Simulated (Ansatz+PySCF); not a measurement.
Results of a calculation; reference values are marked as such.
Input for Ansatz (development build ahead of 0.2.0):

```yaml
crystal:
  periodic: [false, false, false]
  atoms:
    - { symbol: "N", position_ang: [0.0, 0.0, 0.0] }
    - { symbol: Si, position_ang: [0.99344, 1.32459, 2.86781] }
basis:
  gaussian: { orbitals: STO-3G }
magnetization:
  initial_magnetization: 1
hamiltonian:
  xc: hf
correlation:
  method: fci
  frozen_orbitals: { "N": 1, Si: 5 }
```

The input is written out in the form of the current development build from the run's settings.

Results

- Converged: yes
- Total energy: -339.20046 hartree
- State: lowest doublet root, of any spatial symmetry
